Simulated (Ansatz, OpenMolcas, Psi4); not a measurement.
How methods differ on [CF3]+ (SMILES F[C+](F)F)

[CF3]+: 4 atoms, total charge +1, spin state singlet. As SMILES, `F[C+](F)F`. Geometry: relaxed at PBE0-D4/def2-TZVP.

Quantity: the vertical electron affinity (to the doublet neutral), in eV. The values are calculated.

The electron affinity is E(neutral) − E(anion): positive where the electron is bound.

```tsv
level	kind	program	value (eV)	CPU time (all runs)
HF/def2-SVPD	Hartree–Fock	OpenMolcas	7.17	33 s
SVWN5/def2-SVPD	LDA	OpenMolcas	7.32	65 s
revPBE/def2-SVPD	GGA	OpenMolcas	7.05	85 s
M06-L/def2-SVPD	meta-GGA	Psi4	7.04	1.9 min
M06-2X/def2-SVPD	hybrid meta-GGA	Psi4	7.51	2 min
HSE06/def2-SVPD	range-separated hybrid	Psi4	7.45	1.8 min
wB97X/def2-SVPD	range-separated hybrid	Psi4	7.37	85 s
PBE-QIDH/def2-SVPD	double hybrid	Ansatz	7.37	14 s
BCCD(T)/def2-SVPD	coupled cluster or CI	Ansatz	6.96	2.3 min
FCI/STO-3G	full CI, core frozen	Ansatz	3.13	17 s
```

The values span 3.13 to 7.51 eV. High-level rows in very small sets aren't better than simpler rows in larger ones. CPU times are rough (shared hosts, several kinds of processor and program).
